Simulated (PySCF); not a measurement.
Where CCSD(T) holds and where it slips

Each species is computed at the geometry given (Å), with frozen cores, in PySCF 2.14.0: RHF-CCSD(T) for singlets, UHF-CCSD(T) otherwise, and full CI in the same basis. The script picks the determinant by trial CCSD, so it needn't be the lowest Hartree–Fock solution. States: [H···H···SiH] doublet A'', SiH4 triplet B1, Al2H quartet A''. Cases whose determinant has another symmetry than full CI's state, or whose (Q) step broke down, weren't drawn.

Q: Judging by size, spin and bonding and the diagnostics given, rank them by the size of CCSD(T)'s error in total energy against full CI in the same basis, smallest first (an estimate).
A. [H···H···SiH], doublet, 6-31G: H -2.681 0.048 0.000; H -1.845 0.048 0.000; Si 0.143 0.048 0.000; H 0.539 -1.432 0.000. T1 0.012, (T) -16 meV in a correlation energy of -2.03 eV
B. SiH$_{4}$, triplet, 6-31G: Si 0.000 -0.014 -0.013; H -0.016 1.502 1.492; H -0.016 -1.091 1.072; H 0.017 1.064 -1.098; H 0.012 -1.099 -1.091. T1 0.024, (T) -33 meV in a correlation energy of -2.34 eV
C. Al2H, quartet, 6-31G: Al -0.987 0.000 0.628; Al 0.975 0.000 -0.684; H 0.329 0.000 1.507. T1 0.027, (T) -49 meV in a correlation energy of -1.86 eV

A: A (7.6 meV), B (17.6 meV), C (24.2 meV).

```csv
species,basis,correlated electrons,CCSD(T) − full CI (meV),CCSDT(Q) − full CI (meV),unpaired electrons (full CI),T1,⟨S²⟩ of the determinant
"[H···H···SiH], doublet",6-31G,7,7.6,–,1.04,0.012,0.76
"SiH4, triplet",6-31G,8,17.6,–,2.06,0.024,2.01
"Al2H, quartet",6-31G,7,24.2,–,3.06,0.027,3.79
```

Unpaired electrons are Σ n²(2−n)² over natural occupations; an open shell counts its own unpaired electrons too. Frozen cores follow each run's orbitals, which moves totals by a few meV. A dash: (Q) wasn't run for open shells.
